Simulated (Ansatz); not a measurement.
in.yaml

```yaml
crystal:
  periodic: [false, false, false]
  atoms:
    - {symbol: Hf, position_ang: [-0.409464, 0.004827, 0.003766]}
    - {symbol: Si, position_ang: [2.294903, -0.029523, -0.017512]}
    - {symbol: H, position_ang: [2.927978, -1.352445, -0.056689]}
    - {symbol: H, position_ang: [2.843584, 0.656960, 1.158224]}
    - {symbol: H, position_ang: [2.792199, 0.663395, -1.280469]}
basis:
  gaussian: {orbitals: def2-SVP}
magnetization: {spin_polarized: false, initial_magnetization: 3}
correlation: {method: ccsd, electrons: outside_noble_gas}
scf: {lower_state_search: off}
```

```sh
$ ansatz run in.yaml --threads 1 --pin off --events-out ev --progress --plain --max-ram 2393MiB
```

(1) Roughly how long does this take on 1 thread of Arm Neoverse N1, shared host, and how much host memory?

```
these checks for a lower state are left out or cut short: stability, starts, cluster_reference, orbital_swaps, neighbouring_geometries, increment
645 factors; integrals over basis functions are off by at most 1.1e-3 eV
mean field evaluation 1: about -9191.3576 eV, gradient 1.7e1 eV
mean field evaluation 2: about -9191.3623 eV, gradient 1.7e1 eV
mean field evaluation 4: about -9194.7439 eV, gradient 4.0e0 eV
mean field evaluation 8: about -9195.2861 eV, gradient 7.7e-1 eV
mean field evaluation 16: about -9195.4744 eV, gradient 1.4e-1 eV
mean field -9195.47488733 eV, -337.9274691927 hartree, gradient 3.3e-6 eV, S^2 3.750000; 0 other end points of the search recorded, 0 dependent functions left out
9 core orbitals not correlated: weight in the atoms' cores, before any rotation towards them, 0.999 or more for the frozen orbitals, at most 0.000 for the correlated occupied ones
reference -9195.47488733 eV, -337.9274691927 hartree; 7, 4 occupied and 49, 52 virtual orbitals, 645 factors
second order -3.86299675 eV of doubles, -0.00562788 eV of singles
cycle   1  -4.51861505 eV  change   -6.5e-1 eV  update   7.3e-2
cycle   2  -4.77336225 eV  change   -2.5e-1 eV  update   3.2e-2
cycle   3  -4.79986163 eV  change   -2.6e-2 eV  update   1.7e-2
cycle   4  -4.80015287 eV  change   -2.9e-4 eV  update   9.9e-3
cycle   5  -4.80220302 eV  change   -2.1e-3 eV  update   5.0e-3
cycle   6  -4.80373251 eV  change   -1.5e-3 eV  update   2.6e-3
cycle   7  -4.80441447 eV  change   -6.8e-4 eV  update   1.7e-3
cycle   8  -4.80494201 eV  change   -5.3e-4 eV  update   1.4e-3
cycle   9  -4.80491753 eV  change    2.4e-5 eV  update   1.2e-3
cycle  10  -4.80509191 eV  change   -1.7e-4 eV  update   8.6e-4
cycle  11  -4.80542382 eV  change   -3.3e-4 eV  update   5.5e-4
cycle  12  -4.80546301 eV  change   -3.9e-5 eV  update   3.2e-4
cycle  13  -4.80544758 eV  change    1.5e-5 eV  update   2.4e-4
cycle  14  -4.80532542 eV  change    1.2e-4 eV  update   1.9e-4
cycle  15  -4.80530705 eV  change    1.8e-5 eV  update   1.5e-4
cycle  16  -4.80536514 eV  change   -5.8e-5 eV  update   1.3e-4
cycle  17  -4.80542859 eV  change   -6.3e-5 eV  update   1.0e-4
cycle  18  -4.80542993 eV  change   -1.3e-6 eV  update   6.8e-5
cycle  19  -4.80541209 eV  change    1.8e-5 eV  update   3.7e-5
cycle  20  -4.80541173 eV  change    3.7e-7 eV  update   2.5e-5
cycle  21  -4.80541697 eV  change   -5.2e-6 eV  update   2.0e-5
cycle  22  -4.80541876 eV  change   -1.8e-6 eV  update   1.8e-5
cycle  23  -4.80541573 eV  change    3.0e-6 eV  update   1.7e-5
cycle  24  -4.80540950 eV  change    6.2e-6 eV  update   1.5e-5
cycle  25  -4.80540795 eV  change    1.5e-6 eV  update   1.2e-5
Total energy: -9200.28029528 eV, -338.1040646776 hartree
Checks for a lower state left out: stability, starts, cluster_reference, orbital_swaps, neighbouring_geometries, increment
```

Answers

(1) 6 s wall and 0.21 GiB.
